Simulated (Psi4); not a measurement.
# [PH4]+ (phosphonium): a chain of runs, part 2 of 2

Psi4 1.11. Earlier steps stand in the parts before.

## 3. Vibrational wavenumbers at r2SCAN-3c/def2-mTZVPP (density fitting) (run 2)

File input.in:

```
memory 1.6 GB

molecule m {
  1 1
  P     -0.000019    -0.000001     0.000044
  H      1.382747    -0.062413     0.214498
  H     -0.628816    -1.035016     0.703796
  H     -0.266853    -0.136290    -1.368228
  H     -0.487091     1.233750     0.450069
  units angstrom
  symmetry c1
}

set {
  reference                  rks
  t                          298.15
  rotational_symmetry_number 12
}

frequency("r2scan-3c")
```

Command:

```sh
$ psi4 -i input.in -o input.out -n 1
```

input.out (excerpt; [...] marks lines left out):

```text
[...]
  Running in c1 symmetry.
[...]
  Nuclear repulsion =   24.056040404248829
[...]
  Multiplicity = 1
[...]
  Nalpha       = 9
  Nbeta        = 9
[...]
    Number of basis functions: 47
[...]
   @DF-RKS iter   1:  -343.40520210899194    9.54687e-02   3.87881e-03 ADIIS/DIIS
[...]
   @DF-RKS iter   8:  -343.41430908115188   -2.27374e-13   1.98251e-09 DIIS
[...]
  @DF-RKS Final Energy:  -343.41430908115188
   => Energetics <=
    Nuclear Repulsion Energy =             24.0664339699341383
    One-Electron Energy =                -516.1198774456095180
    Two-Electron Energy =                 173.0392204459538164
    DFT Exchange-Correlation Energy =     -24.4064984592896153
    Empirical Dispersion Energy =           0.0064124078593430
    VV10 Nonlocal Energy =                  0.0000000000000000
    Total Energy =                       -343.4143090811518846
[...]
  -Total Gradient:
     Atom            X                  Y                   Z
    ------   -----------------  -----------------  -----------------
       1       -0.000219838215     0.000131402079    -0.000606958868
       2        0.000047672243    -0.000016141466     0.000004992135
       3       -0.000009172000    -0.000065123897    -0.000007416405
       4        0.000112078078     0.000122890302     0.000768291855
       5        0.000070372302    -0.000173984676    -0.000158314405
[...]
  ==> Harmonic Vibrational Analysis <==
[...]
  Freq [cm^-1]                 978.8412            979.9226            982.7008
[...]
  IR activ [km/mol]             4.7831              4.8011              4.7395
[...]
  Freq [cm^-1]                1148.3576           1152.3614           2511.5940
[...]
  IR activ [km/mol]             0.0051              0.0011              0.0087
[...]
  Freq [cm^-1]                2557.3390           2557.8850           2558.2432
[...]
  IR activ [km/mol]            27.7096             27.6687             27.6368
[...]
  Total E_0, Enthalpy at 0 [K]                                                         -343.37916524 [Eh]
[...]
  Total H, Enthalpy at  298.15 [K]                                                     -343.37522826 [Eh]
[...]
  Total G, Gibbs energy at  298.15 [K]                                                 -343.39832416 [Eh]
[...]
```

Wall time 76 s (1 thread of INTEL XEON PLATINUM 8581C at 2.30GHz (Emerald Rapids), shared host); peak memory 0.6 GiB.

## 4. A single-point energy at CCSD(T)/def2-TZVP (run 3)

File run.py:

```python
import psi4

psi4.set_memory('1600 MB')
psi4.set_num_threads(1)
psi4.set_output_file('h4p.out', False)

m = psi4.geometry("""
1 1
P     -0.000019    -0.000001     0.000044
H      1.382747    -0.062413     0.214498
H     -0.628816    -1.035016     0.703796
H     -0.266853    -0.136290    -1.368228
H     -0.487091     1.233750     0.450069
units angstrom
""")

psi4.set_options({
    'basis': 'def2-TZVP',
    'scf_type': 'pk',
    'num_frozen_docc': 5,
})

energy_value = psi4.energy("ccsd(t)")
print(f'total energy {energy_value:.8f} hartree = {energy_value * 27.211386:.5f} eV')
```

Command:

```sh
$ python run.py
```

h4p.out (excerpt; [...] marks lines left out):

```text
[...]
  Running in c1 symmetry.
[...]
  Nuclear repulsion =   24.056040404248826
[...]
  Multiplicity = 1
[...]
  Nalpha       = 9
  Nbeta        = 9
[...]
    Number of basis functions: 61
[...]
   @RHF iter   1:  -342.74853746766962    8.86294e-02   3.85020e-03 DIIS/ADIIS
[...]
   @RHF iter   8:  -342.80274034796446   -1.32445e-11   7.90320e-09 DIIS
[...]
    Orbital Energies [Eh]
    ---------------------
    Doubly Occupied:
       1A    -80.269537     2A     -7.813888     3A     -5.709180
       4A     -5.709180     5A     -5.709180     6A     -1.172810
       7A     -0.835741     8A     -0.835737     9A     -0.835729
[...]
  @RHF Final Energy:  -342.80274034796446
   => Energetics <=
    Nuclear Repulsion Energy =             24.0560404042488258
    One-Electron Energy =                -515.9356002618462753
    Two-Electron Energy =                 149.0768195096329691
    Total Energy =                       -342.8027403479644590
[...]
 Multipole Moments:
 ------------------------------------------------------------------------------------
     Multipole            Electronic (a.u.)      Nuclear  (a.u.)        Total (a.u.)
 ------------------------------------------------------------------------------------
 L = 1.  Multiply by 2.5417464519 to convert [e a0] to [Debye]
 Dipole X            :         -0.0000619            0.0000539           -0.0000080
 Dipole Y            :         -0.0000368            0.0000300           -0.0000068
 Dipole Z            :          0.0000369           -0.0000351            0.0000018
 Magnitude           :                                                    0.0000106
[...]
      * MP2 total energy                      = -342.950403690194037
[...]
      * CCSD total energy                     = -342.981514461852328
[...]
      * CCSD(T) total energy                  = -342.986053535755957
```

Standard output:

```text
total energy -342.98605354 hartree = -9333.12590 eV
```

It took 2.9 s on 1 thread of INTEL XEON PLATINUM 8581C at 2.30GHz (Emerald Rapids), shared host; peak memory 0.34 GiB.

## 5. Summary of results

What follows sums up all 2 parts.

| quantity | value |
| --- | --- |
| run 1, r2SCAN-3c/def2-mTZVPP: total energy at the end | -343.41431 Eh |
| run 1, r2SCAN-3c/def2-mTZVPP: HOMO energy | -18.15 eV |
| run 1, r2SCAN-3c/def2-mTZVPP: LUMO energy | -6.40 eV |
| run 1, r2SCAN-3c/def2-mTZVPP: HOMO–LUMO gap | 11.74 eV |
| run 2, r2SCAN-3c/def2-mTZVPP: lowest harmonic wavenumber | 979 cm⁻¹ |
| run 2, r2SCAN-3c/def2-mTZVPP: highest harmonic wavenumber | 2558 cm⁻¹ |
| run 2, r2SCAN-3c/def2-mTZVPP: zero-point energy | 92.3 kJ/mol |
| run 2, r2SCAN-3c/def2-mTZVPP: ideal-gas entropy at 298.15 K (symmetry number 12 as used) | 48.6 cal/(mol K) |
| run 3, CCSD(T)/def2-TZVP: total energy | -342.98605 Eh |
| run 3, CCSD(T)/def2-TZVP: HOMO energy (Hartree–Fock orbitals) | -22.74 eV |
| run 3, CCSD(T)/def2-TZVP: LUMO energy (Hartree–Fock orbitals) | -2.36 eV |
| run 3, CCSD(T)/def2-TZVP: HOMO–LUMO gap (Hartree–Fock orbitals) | 20.38 eV |
| run 3, CCSD(T)/def2-TZVP: correlation energy (5 core orbitals frozen) | -183.3 mEh |
| run 3, CCSD(T)/def2-TZVP: (T) correction | -4.54 mEh |
| run 3, CCSD(T)/def2-TZVP: T1 diagnostic | 0.012 |

**Reading.** The optimisation (run 1, r2SCAN-3c/def2-mTZVPP) took 3 steps and changed the energy by -0.032 eV. All 9 modes (run 2, r2SCAN-3c/def2-mTZVPP) are real, so the shape is a minimum at this level. The triples (run 3, CCSD(T)/def2-TZVP) make up 2.5 % of the correlation energy.
